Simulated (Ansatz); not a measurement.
**BCl₃ (singlet): from Hartree-Fock to the top rungs, cc-pV(T+d)Z**

One table from this session's results is given with a row withheld; the runs are named, their logs left out.

Program: Ansatz 0.2.0, Gaussian basis. Level of theory: cc-pV(T+d)Z, core rule «outside noble gas», up to 16 orbitals frozen. These are calculated values, not measurements.

Plan: UHF; CCSD(T) on RHF; BCCD(T) on RHF; CASSCF and NEVPT2, 18 electrons in 13 orbitals.

19 further runs of the same task are left out: 2 that didn't finish, 17 set aside as unsound or not needed.

## The geometry

The geometry is an MP2(full)/6-31G* stationary point (not a proven minimum).

4 atoms, charge 0, spin multiplicity 1.

Atoms are counted from 1 here; the program's logs count them from 0.

Bond lengths: B1–Cl2 1.735 Å, B1–Cl3 1.735 Å, B1–Cl4 1.735 Å. Angles: Cl2–B1–Cl3 120.0°, Cl2–B1–Cl4 120.0°, Cl3–B1–Cl4 120.0°.

The first run:

The input, in.yaml:

```yaml
crystal:
  periodic: [false, false, false]
  atoms:
    - {symbol: B, position_ang: [0.000000, 0.000000, 0.000000]}
    - {symbol: Cl, position_ang: [0.000000, 1.735352, 0.000000]}
    - {symbol: Cl, position_ang: [1.502859, -0.867676, 0.000000]}
    - {symbol: Cl, position_ang: [-1.502859, -0.867676, 0.000000]}
basis:
  gaussian: {orbitals: "cc-pV(T+d)Z.json"}
magnetization: {spin_polarized: true, initial_magnetization: 0}
hamiltonian: {xc: hf}
output: {orbitals: {seedname: orbitals}}
```

The run is started by

```bash
> ansatz run in.yaml --threads 1 --pin off --events-out ev --progress --plain --max-ram 4096MiB --backend cpu
```

Among the steps run: UHF; CCSD(T) on RHF; BCCD(T) on RHF; CASSCF and NEVPT2, 18 electrons in 13 orbitals.

One of the session's tables, all rows but one given; the rest of the session is left out.

| method | from RCCSD(T) (kJ/mol) |
| --- | --- |
| RHF | +1937.2 |
| RMP2 | +203.0 |
| RCCSD | +85.6 |
| RCCSD(T) | 0 |
| BCCD(T) | ? |
| CASSCF valence | +1751.0 |
| NEVPT2 valence | +304.5 |

**Question.** Estimate the row for BCCD(T).

As computed: from RCCSD(T) (kJ/mol): -0.6. In the column «from RCCSD(T) (kJ/mol)» it is the lowest.

With the free atoms at the same levels and basis (separate runs), the atomisation energy is 13.525 eV at RCCSD(T), 10.592 eV at RHF.
